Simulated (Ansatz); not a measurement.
# AlBH+ (triplet): the correlation ladder, def2-QZVPP

One table from this session's results is given with a row withheld; the runs are named, their logs left out.

Program: Ansatz 0.2.0, Gaussian basis. Level of theory: def2-QZVPP, core rule «outside noble gas», up to 6 orbitals frozen. These are calculated values, not measurements.

The runs, in order: UHF; ROHF; CCSD(T) on UHF.

2 further runs of the same task are left out: 2 set aside as unsound or not needed.

## The geometry

The geometry is a PBE0/def2-TZVP stationary point (not a proven minimum) of the parent state, kept for this charge and spin.

3 atoms, charge 1, spin multiplicity 3.

Atoms are counted from 1 here; the program's logs count them from 0.

Bond lengths: B1–Al2 2.120 Å, B1–H3 1.196 Å. Angles: Al2–B1–H3 167.9°.

The first run:

The input, in.yaml:

```yaml
crystal:
  periodic: [false, false, false]
  atoms:
    - {symbol: B, position_ang: [0.000000, -0.091982, 0.314337]}
    - {symbol: Al, position_ang: [0.000000, -0.033351, -1.805038]}
    - {symbol: H, position_ang: [0.000000, 0.125333, 1.490702]}
basis:
  gaussian: {orbitals: "def2-QZVPP.json"}
total_charge: 1
magnetization: {spin_polarized: true, initial_magnetization: 2}
hamiltonian: {xc: hf}
output: {orbitals: {seedname: orbitals}}
```

Command:

```bash
> ansatz run in.yaml --threads 1 --pin off --events-out ev --progress --plain --max-ram 2393MiB
```

Among the steps run: UHF; ROHF; CCSD(T) on UHF.

One table of the session follows, with a row left open; its other results are not shown here.

It belongs to the step «Misses and costs». 

| method | from UCCSD(T) (meV) |
| --- | --- |
| ROHF | ? |
| UHF | +3472.2 |
| UMP2 | +751.6 |
| UCCSD | +125.7 |
| UCCSD(T) | 0 |

Q: Estimate the row for ROHF from the others.

The run gave: from UCCSD(T) (meV): +3619.5. In the column «from UCCSD(T) (meV)» it is the highest.
